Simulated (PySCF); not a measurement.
## How the functional moves excitation energies

Species: SO2.
Geometry (PBE0-D3(BJ)/def2-SVP, Å), atoms numbered from 1 in this order:
```xyz
3
SO2 angstrom
O     -1.1740    0.4733   -0.0061
S     -0.1100   -0.5173   -0.0071
O      1.2677   -0.0532   -0.0067
```

Linear-response calculations in the def2-SVPD basis (PySCF; singlets by full response, triplets Tamm–Dancoff, core orbitals frozen in the response; HF means time-dependent Hartree–Fock). 'Strongest' is the level of largest summed f among the singlets computed (10 roots, of which the last may lack a degenerate partner); it can jump between rows when another state enters that window. S1 is the lowest singlet of each run and needn't be the same state throughout; f(S1) is that of one state. Geometry: PBE0-D3(BJ)/def2-SVP; no solvent, vibrations or thermal averaging.

```
functional                               kind  S1 (eV)  f(S1)  strongest (eV)  T1 (eV)  HOMO (eV)  gap (eV)  ionisation energy, ΔSCF (eV)
     B3LYP  global hybrid, 20% exact exchange     3.92  0.004            6.18     2.94      -9.49      5.40                         12.53
      PBE0  global hybrid, 25% exact exchange     3.94  0.004            6.28     2.89      -9.72      5.88                         12.51
 BHandHLYP  global hybrid, 50% exact exchange     3.99  0.005            6.21     2.95     -11.27      8.42                         12.71
   wB97X-D             range-separated hybrid     3.96  0.004            6.27     3.02     -11.69      9.65                         12.64
   LC-wPBE             range-separated hybrid     4.02  0.004            6.36     2.94     -12.52     11.07                         12.77
```

Task: What does CAM-B3LYP (range-separated hybrid) give?

Result: S1 (eV) 3.97, f(S1) 0.004, strongest (eV) 6.22, T1 (eV) 2.98, HOMO (eV) -11.21, gap (eV) 8.53, ionisation energy, ΔSCF (eV) 12.69. S1 runs from 3.92 eV (B3LYP) to 4.02 eV (LC-wPBE), a spread of 0.10 eV, while the orbital gap spreads over 5.7 eV. Along B3LYP (20%), PBE0 (25%), BHandHLYP (50%) S1 rises with the share of exact exchange. −ε(HOMO) comes closest to its own ΔSCF ionisation energy with LC-wPBE (-0.25 eV) and misses most with B3LYP (-3.04 eV).
